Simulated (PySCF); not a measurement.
```xyz
3
charge 1 multiplicity 2, angstrom
C     0.0000    0.0000   -0.4284
F     1.0748    0.0000    0.1353
F    -1.0748    0.0000    0.1353
```

Method: UPBE0/[C def2-TZVP, F def2-TZVP], no relativity, density fitting, PySCF.

This geometry of CF₂⁺ is a stationary point at this level.

Problem. What is the point group?

Solution. C2v.

Problem. Is it a minimum?

Solution. Yes: all harmonic wavenumbers are real.

Problem. What are the dipole moment and the gap between the highest occupied and lowest empty levels of either spin?

Solution. 1.05 D about the centre of mass and 6.15 eV.

Problem. Give the atomic charges and bond orders.

Solution. 
| atom | Mulliken | Löwdin | polar tensor | spin (Mulliken) | Mayer order to C1 |
| --- | --- | --- | --- | --- | --- |
| C1 | 0.68 | -0.08 | 1.34 | 0.84 | – |
| F2,3 | 0.16 | 0.54 | -0.17 | 0.08 | 1.55 |

Problem. Give the ideal-gas entropy at 298.15 K and 1 bar by parts.

Solution. translation 157.6, rotation 78.9, vibration 1.6, spin 5.8; total 243.9 J/(mol K).

Other isomers or separated fragments may lie lower.
